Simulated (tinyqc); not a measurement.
Starting guesses with plain Roothaan steps: SCF starting guesses in the sto-3g basis, for H2O, spin multiplicity 3. Computed by the program tinyqc with PySCF. UHF with one setting changed at a time; a run stops when the energy changes by less than 1e-09 hartree and the error matrix is below 1e-5. Starts: the lowest orbitals of the core Hamiltonian, of the Wolfsberg-Helmholz matrix (K = 1.75), projected atomic densities, random orbitals, and the highest orbitals of the core Hamiltonian (a deliberately bad start).

Geometry (angstrom):

| atom | x | y | z |
|---|---|---|---|
| O | 0.0000 | 0.0000 | 0.0000 |
| H | 0.0000 | 0.6650 | 0.6180 |
| H | 0.0000 | -0.6650 | 0.6180 |

lowest solution found by these runs and by PySCF with stability checks = -74.499386 hartree

Largest element of the error matrix X^T (FDS - SDF) X:

| iteration | core | Wolfsberg-Helmholz | atomic densities | random | highest core orbitals |
|---|---|---|---|---|---|
| 1 | 3.2e-01 | 1.9e-01 | 9.0e-01 | 1.5e+00 | 2.6e-01 |
| 2 | 7.4e-02 | 6.1e-02 | 3.1e-02 | 2.1e-01 | 3.1e-01 |
| 3 | 1.5e-02 | 2.0e-02 | 1.4e-02 | 4.0e-02 | 9.1e-02 |
| 4 | 5.2e-03 | 6.6e-03 | 7.9e-03 | 5.0e-02 | 2.3e-02 |
| 5 | 2.3e-03 | 2.2e-03 | 4.5e-03 | 5.4e-02 | 7.0e-03 |
| 6 | 1.2e-03 | 8.0e-04 | 2.6e-03 | 5.4e-02 | 2.6e-03 |
| 8 | 4.0e-04 | 2.2e-04 | 8.5e-04 | 4.8e-02 | 4.9e-04 |
| 10 | 1.3e-04 | 7.0e-05 | 2.8e-04 | 3.8e-02 | 1.2e-04 |
| 14 | 1.5e-05 | 7.6e-06 | 3.0e-05 | 2.1e-02 | 7.6e-06 |
| 20 | - | - | - | 7.8e-03 | - |
| 30 | - | - | - | 1.4e-03 | - |
| 45 | - | - | - | 1.4e-04 | - |
| 60 | - | - | - | 2.9e-05 | - |

How each run ends:

| run | iterations | E (hartree) | state |
|---|---|---|---|
| core | 16 | -74.407532 | higher |
| Wolfsberg-Helmholz | 14 | -74.407532 | higher |
| atomic densities | 17 | -74.499386 | lowest found |
| random | >60 | -74.499386 | falls steadily but slowly, by a factor of about 0.90 a step |
| highest core orbitals | 15 | -74.237223 | higher |

What does the comparison show, and why?

1 of 5 runs reach the lowest solution found, in 17 to 17 iterations (fastest: atomic densities). Ending on a higher stationary point: core, Wolfsberg-Helmholz, highest core orbitals; a small error matrix cannot reveal that, and an occupation fixed by the start is kept by symmetry or by the shape of the basin. Not converged: random. The first errors are 3e-01, 2e-01, 9e-01, 2e+00, 3e-01.
